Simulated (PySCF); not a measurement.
Cost against result

Saddle point of CH₄AlCl, closed shell (CH₄AlCl ([CH3][AlH][Cl]) → AlCl + CH₄; bonds formed: C2–H3; bonds broken: Al1–C2, Al1–H3), PBE0-D4/def2-TZVP structure:

| atom | x (Å) | y (Å) | z (Å) |
| --- | --- | --- | --- |
| Al1 | -0.8206 | -1.2411 | 0.1275 |
| C2 | 0.2339 | 0.6287 | -0.2485 |
| H3 | -1.1151 | -0.1646 | -0.9795 |
| Cl4 | 0.2844 | -1.9160 | 1.7817 |
| H5 | 1.2403 | 0.2202 | -0.4067 |
| H6 | 0.1446 | 1.0946 | 0.7406 |
| H7 | 0.0326 | 1.3783 | -1.0152 |

Barriers are electronic and count from the start structure reached by relaxing down the imaginary mode.

Program: PySCF 2.14 with density fitting (its default auxiliary sets; JK sets also for MP2 and CCSD(T)). Basis: as named in each row. Cores are frozen in the correlated methods. B3LYP uses VWN-RPA correlation. Extrapolation: Hartree–Fock as exp(−7.88 √X), correlation as X^−2.97.

Times are rough, for one single point on 4 threads of a shared host (INTEL XEON PLATINUM 8581C).

The estimate by CCSD(T) at an estimated basis limit (MP2 extrapolated from triple and quadruple zeta, plus CCSD(T) − MP2 in triple zeta) is 80.95 kcal/mol.

```csv
method,basis,time (s),barrier (kcal/mol),method less estimate
HF,STO-3G,under 1,148.97,68.02
B3LYP-D4,6-31G,2,79.39,-1.55
MP2,def2-QZVPP,2,83.64,2.69
PBE0-D4,def2-SVP,3,79.36,-1.59
PBE-D4,def2-SVP,3,72.16,-8.79
SPW92,def2-TZVPP,4,68.84,-12.10
CCSD(T),def2-SVP,4,83.15,2.21
PBE0-D4,def2-TZVPP,6,78.64,-2.31
B3LYP-D4,def2-TZVPP,6,79.45,-1.49
BHLYP-D4,def2-TZVPP,6,87.61,6.66
PBE-D4,def2-TZVPP,7,71.59,-9.35
r2SCAN-D4,def2-TZVPP,10,77.07,-3.88
CCSD(T),def2-TZVPP,78,81.45,0.51
wB97M-V,def2-TZVPP,140,83.15,2.20
```

All methods are single points on the PBE0-D4 structures.

The T1 diagnostic stays at or below 0.016. The restricted Hartree–Fock reference is unstable towards an unrestricted one at one or more of these structures. A large double-excitation amplitude points to some diradical character; no triplet was computed.

Labels in which every atom is bracketed show which atoms are joined, not bond orders.
